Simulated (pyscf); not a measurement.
This saddle point was located with ωB97X-D3(BJ)/def2-SVP in PySCF.

```
O
H 1 0.9668
H 1 1.3496 2 109.17
H 3 0.9726 1 149.26 2 -103.64
Ge 4 1.8581 3 75.33 1 0.48
H 5 1.5811 4 87.08 3 -91.92
```

Surface: singlet, charge 0. Lowest wavenumbers (cm⁻¹): 1346i, 527, 542, 673, 804.

**Question.** Name the species on either side of this saddle.

**Answer.** `[GeH2]` [singlet] + `[OH2]` ⇌ `[OH][GeH]` [singlet] + `[H][H]`, a four-centre exchange read from left to right: Ge–H, H–O broken and Ge–O, H–H formed. At ωB97M-D3(BJ)/def2-TZVP it lies +8.4 kcal/mol from the left side and +25.4 kcal/mol from the right (each side as separated species at their lowest minima found). On the reactant side the descent ends in an adduct with a Ge–O contact, 16.6 kcal/mol under the separated species and 23.9 kcal/mol under the saddle at ωB97X-D3(BJ)/def2-TZVP. What is counted as formed (Ge–O) is already present as a longer contact in the reactant adduct; forming that adduct is a step of its own. At the saddle there is also a short Ge–H contact that neither side keeps. This is the saddle that the search found; another between the same sides may lie lower. Elements up to Kr have no core potential and no relativistic terms here.
